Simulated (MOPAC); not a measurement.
A run for MOPAC: AM1 on FCH3Clcomp1, charge -1. Charge -1.

```
AM1 1SCF PRECISE CHARGE=-1 THREADS=1
CH3ClF

Cl     0.00000000 1     0.00000000 1     1.62313800 1
C      0.00000000 1     0.00000000 1    -0.22735800 1
H      0.00000000 1     1.02632100 1    -0.55514100 1
H      0.88882000 1    -0.51316000 1    -0.55514100 1
H     -0.88882000 1    -0.51316000 1    -0.55514100 1
F      0.00000000 1     0.00000000 1    -2.72930800 1
```

Program output:

```
*******************************************************************************
 **                                                                           **
 **                              MOPAC v23.2.5                                **
 **                                                                           **
 *******************************************************************************
 ** MOPAC's Digital Object Identifier: https://doi.org/10.5281/zenodo.6511958 **
 **                                                                           **
 ** Please cite the open-source release paper for use of this MOPAC version:  **
 ** J. E. Moussa and J. J. P. Stewart (2026)                                  **
 ** MOPAC: An open-source semiempirical molecular orbital program             **
 ** J. Open Source Softw., 11(119), 8025, https://doi.org/10.21105/joss.08025 **
 *******************************************************************************

                              AM1 CALCULATION RESULTS

 *******************************************************************************
 *  AM1        - The AM1 Hamiltonian to be used
 *
 *
 *
 *                 CHARGE ON SYSTEM = -1
 *
 *
 *
 *  PRECISE    - TIGHTER CRITERIA TO BE USED
 *  1SCF       - DO 1 SCF AND THEN STOP
 *  THREADS=1  - MULTI-THREADING NOT USED
 *  T=         - A TIME OF 172800.0 SECONDS REQUESTED
 *  DUMP=N     - RESTART FILE WRITTEN EVERY 7200.0 SECONDS REQUESTED
 *******************************************************************************
AM1 1SCF PRECISE CHARGE=-1 THREADS=1
 CH3ClF

   ATOM   CHEMICAL          X               Y               Z
  NUMBER   SYMBOL      (ANGSTROMS)     (ANGSTROMS)     (ANGSTROMS)

     1      Cl          0.00000000  *   0.00000000  *   1.62313800  *
     2       C          0.00000000  *   0.00000000  *  -0.22735800  *
     3       H          0.00000000  *   1.02632100  *  -0.55514100  *
     4       H          0.88882000  *  -0.51316000  *  -0.55514100  *
     5       H         -0.88882000  *  -0.51316000  *  -0.55514100  *
     6       F          0.00000000  *   0.00000000  *  -2.72930800  *



          CARTESIAN COORDINATES

    NO.       ATOM           X           Y           Z

     1        Cl          0.0000      0.0000      1.6231
     2         C          0.0000      0.0000     -0.2274
     3         H          0.0000      1.0263     -0.5551
     4         H          0.8888     -0.5132     -0.5551
     5         H         -0.8888     -0.5132     -0.5551
     6         F          0.0000      0.0000     -2.7293

  H: (AM1): M.J.S. DEWAR ET AL, J. AM. CHEM. SOC. 107 3902-3909 (1985)
  C: (AM1): M.J.S. DEWAR ET AL, J. AM. CHEM. SOC. 107 3902-3909 (1985)
  F: (AM1): M.J.S. DEWAR AND E. G. ZOEBISCH, THEOCHEM, 180, 1 (1988).
 Cl: (AM1): M.J.S. DEWAR AND E. G. ZOEBISCH, THEOCHEM, 180, 1 (1988).

           Empirical Formula: C H3 Cl F  =     6 atoms



      MOLECULAR POINT GROUP   :   C3v


      RHF CALCULATION, NO. OF DOUBLY OCCUPIED LEVELS = 11


 -------------------------------------------------------------------------------
 AM1 1SCF PRECISE CHARGE=-1 THREADS=1
 CH3ClF



     1SCF WAS SPECIFIED, SO BFGS WAS NOT USED
     SCF FIELD WAS ACHIEVED


                              AM1 CALCULATION
                                                       MOPAC v23.2.5 Linux




          FINAL HEAT OF FORMATION =        -27.27306 KCAL/MOL =    -114.11048 KJ/MOL


          COSMO AREA              =         99.49 SQUARE ANGSTROMS
          COSMO VOLUME            =         79.89 CUBIC ANGSTROMS

          IONIZATION POTENTIAL    =          1.871916 EV
          HOMO LUMO ENERGIES (EV) =         -1.872  5.674
          NO. OF FILLED LEVELS    =         11
          MOLECULAR WEIGHT        =         69.4861         POINT GROUP:  C3v

          MOLECULAR DIMENSIONS (Angstroms)

            Atom       Atom       Distance
            F     6   Cl     1     4.35245
            H     4    H     3     1.77764
            H     3    H     5     1.53948


          SCF CALCULATIONS        =          1





   ATOM   CHEMICAL          X               Y               Z
  NUMBER   SYMBOL      (ANGSTROMS)     (ANGSTROMS)     (ANGSTROMS)

     1      Cl          0.00000000  *   0.00000000  *   1.62313800  *
     2       C          0.00000000  *   0.00000000  *  -0.22735800  *
     3       H          0.00000000  *   1.02632100  *  -0.55514100  *
     4       H          0.88882000  *  -0.51316000  *  -0.55514100  *
     5       H         -0.88882000  *  -0.51316000  *  -0.55514100  *
     6       F          0.00000000  *   0.00000000  *  -2.72930800  *

                             CARTESIAN COORDINATES

   1   Cl        0.000000000     0.000000000     1.623138000
   2    C        0.000000000     0.000000000    -0.227358000
   3    H        0.000000000     1.026321000    -0.555141000
   4    H        0.888820000    -0.513160000    -0.555141000
   5    H       -0.888820000    -0.513160000    -0.555141000
   6    F        0.000000000     0.000000000    -2.729308000


           Empirical Formula: C H3 Cl F  =     6 atoms



      MOLECULAR POINT GROUP   :   C3v


                  EIGENVALUES
 -32.18566 -31.71909 -24.15215 -10.22060 -10.22059  -9.82196  -7.24255  -7.24255
  -2.09085  -2.09085  -1.87192   5.67357   9.03350   9.03350   9.63017


              NET ATOMIC CHARGES AND DIPOLE CONTRIBUTIONS

  ATOM NO.   TYPE          CHARGE      No. of ELECS.   s-Pop       p-Pop
    1         Cl          -0.346829        7.3468     1.98864     5.35819
    2          C          -0.048751        4.0488     1.26181     2.78694
    3          H           0.111203        0.8888     0.88880
    4          H           0.111203        0.8888     0.88880
    5          H           0.111203        0.8888     0.88880
    6          F          -0.938027        7.9380     1.99932     5.93871
 DIPOLE           X         Y         Z       TOTAL
 POINT-CHG.    -0.000     0.000     8.845     8.845
 HYBRID         0.000     0.000    -0.015     0.015
 SUM           -0.000     0.000     8.830     8.830


          ATOMIC ORBITAL ELECTRON POPULATIONS

     Atom    s        px        py        pz
    1 Cl   1.98864   1.99632   1.99632   1.36555
    2  C   1.26181   1.06021   1.06021   0.66652
    3  H   0.88880
    4  H   0.88880
    5  H   0.88880
    6  F   1.99932   1.99921   1.99921   1.94028

 **********************
 *                    *
 * JOB ENDED NORMALLY *
 *                    *
 **********************




 == MOPAC DONE ==
```

The run finished.

Cost: roughly 0.020 core-seconds.
